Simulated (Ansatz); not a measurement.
Ideal-gas functions of `[H]/N=C/C#C` at 400 K and 1 bar, from an Ansatz frequency run at PBE0-D4/def2-TZVP.

Molar mass 53.06 g/mol, point group Cs (symmetry number 1), electronic degeneracy 1, moments of inertia 7.8, 105.493, 113.293 u Å². Harmonic wavenumbers (cm⁻¹, unscaled): 233, 301, 622, 693, 707, 827, 943, 1116, 1245, 1417, 1700, 2232, 3054, 3479, 3489.

Use S(trans) = R[1.5 ln M + 2.5 ln T − 1.1517]; rotational temperatures θ = 24.2544 K / I; S(rot) = R[ln(√π/σ · √(T³/θAθBθC)) + 1.5]; for each mode x = 1.438777 ν̃/T, S = R[x/(eˣ − 1) − ln(1 − e⁻ˣ)] and H = RT x/(eˣ − 1); 1 cm⁻¹ = 0.0119627 kJ/mol; R = 8.31446 J/(mol·K).

By hand: the entropy, in J/(mol·K).

Translation 164.5. Rotation: θ = 3.1095, 0.2299, 0.2141 K, giving 99.8. Vibration, mode by mode: 10.02, 8.05, 3.16, 2.59, 2.49, 1.77, 1.27, 0.77, 0.52, 0.31, 0.13, 0.02, 0.00, 0.00, 0.00, in all 31.1. Electronic 0.0. Sum 295.4 J/(mol·K).

By hand: H − E and G − E in kJ/mol, counted from the electronic energy.

Zero-point energy ½ × 22058 × 0.0119627 = 131.9; thermal vibration 7.8; translation, rotation and pV give 4 RT = 13.3. H − E = 153.0 kJ/mol, and G − E = 153.0 − 400 × 295.4/1000 = 34.8 kJ/mol.

Vibration gives 11 % of the entropy.
